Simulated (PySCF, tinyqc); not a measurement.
Inside a calculation. Method: RHF in the sto-3g basis, for CH2, spin multiplicity 1. The lowest restricted solution is unstable here: a spin-polarised one lies 0.0276 hartree lower (PySCF). One step of it, computed by the program tinyqc.

Problem. Iteration 2: diagonalisation and new density. Diagonalise F' = X^T F X, C = X C', fill 4 alpha and 4 beta electrons from the bottom; D = 2 C_occ C_occ^T. Each column has its largest component positive (the first on a tie).

extrapolated F (hartree):
```
             1C 1s      1C 2s     1C 2px     1C 2py     1C 2pz      2H 1s      3H 1s
1C 1s   -12.395329  -3.130782   0.000000   0.000000  -0.018354  -0.538528  -0.538528
1C 2s    -3.130782  -1.628062   0.000000   0.000000   0.029395  -0.515576  -0.515576
1C 2px    0.000000   0.000000  -0.708177   0.000000   0.000000   0.000000   0.000000
1C 2py    0.000000   0.000000   0.000000  -0.275898   0.000000  -0.212214   0.212214
1C 2pz   -0.018354   0.029395   0.000000   0.000000  -0.671145  -0.189142  -0.189142
2H 1s    -0.538528  -0.515576   0.000000  -0.212214  -0.189142  -0.341661  -0.143583
3H 1s    -0.538528  -0.515576   0.000000   0.212214  -0.189142  -0.143583  -0.341661
```

X:
```
            1C 1s      1C 2s    1C 2px     1C 2py     1C 2pz      2H 1s      3H 1s
1C 1s    1.026512  -0.147144  0.000000   0.000000  -0.009772   0.023281   0.023281
1C 2s   -0.147144   1.187284  0.000000   0.000000   0.089270  -0.254720  -0.254720
1C 2px   0.000000   0.000000  1.000000   0.000000   0.000000   0.000000   0.000000
1C 2py   0.000000   0.000000  0.000000   1.114807   0.000000  -0.218696   0.218696
1C 2pz  -0.009772   0.089270  0.000000   0.000000   1.048880  -0.140021  -0.140021
2H 1s    0.023281  -0.254720  0.000000  -0.218696  -0.140021   1.161509  -0.018776
3H 1s    0.023281  -0.254720  0.000000   0.218696  -0.140021  -0.018776   1.161509
```

Give: F' = X^T F X; orbital energies; coefficients C; D after iteration 2.

Solution.

F' = X^T F X (hartree):
```
          1        2        3        4        5        6        7
1  -12.1951  -1.5064   0.0000   0.0000  -0.0380  -0.0746  -0.0746
2   -1.5064  -0.9709   0.0000   0.0000   0.1051  -0.2277  -0.2277
3    0.0000   0.0000  -0.7082   0.0000   0.0000   0.0000   0.0000
4    0.0000   0.0000   0.0000  -0.1549   0.0000  -0.1811   0.1811
5   -0.0380   0.1051   0.0000   0.0000  -0.6263  -0.1209  -0.1209
6   -0.0746  -0.2277   0.0000  -0.1811  -0.1209  -0.1126  -0.0294
7   -0.0746  -0.2277   0.0000   0.1811  -0.1209  -0.0294  -0.1126
```

orbital energies (hartree): MO1 -12.3956, MO2 -0.9017, MO3 -0.7082, MO4 -0.6796, MO5 -0.3777, MO6 0.0427, MO7 0.1396

coefficients C:
```
            MO1      MO2     MO3      MO4      MO5      MO6      MO7
1C 1s    0.9987  -0.2513  0.0000  -0.0170   0.0000   0.1256   0.0000
1C 2s    0.0056   0.9749  0.0000   0.0209   0.0000  -0.7862   0.0000
1C 2px   0.0000   0.0000  1.0000   0.0000   0.0000   0.0000   0.0000
1C 2py   0.0000   0.0000  0.0000   0.0000   0.6381   0.0000   0.9650
1C 2pz   0.0019  -0.1504  0.0000   0.9309   0.0000  -0.5082   0.0000
2H 1s   -0.0009   0.0570  0.0000   0.1183   0.3827   0.8489  -0.7732
3H 1s   -0.0009   0.0570  0.0000   0.1183  -0.3827   0.8489   0.7732
```

D after iteration 2:
```
          1C 1s    1C 2s  1C 2px  1C 2py   1C 2pz    2H 1s    3H 1s
1C 1s    2.1216  -0.4795  0.0000  0.0000   0.0477  -0.0345  -0.0345
1C 2s   -0.4795   1.9017  0.0000  0.0000  -0.2543   0.1161   0.1161
1C 2px   0.0000   0.0000  2.0000  0.0000   0.0000   0.0000   0.0000
1C 2py   0.0000   0.0000  0.0000  0.0000   0.0000   0.0000   0.0000
1C 2pz   0.0477  -0.2543  0.0000  0.0000   1.7784   0.2031   0.2031
2H 1s   -0.0345   0.1161  0.0000  0.0000   0.2031   0.0345   0.0345
3H 1s   -0.0345   0.1161  0.0000  0.0000   0.2031   0.0345   0.0345
```
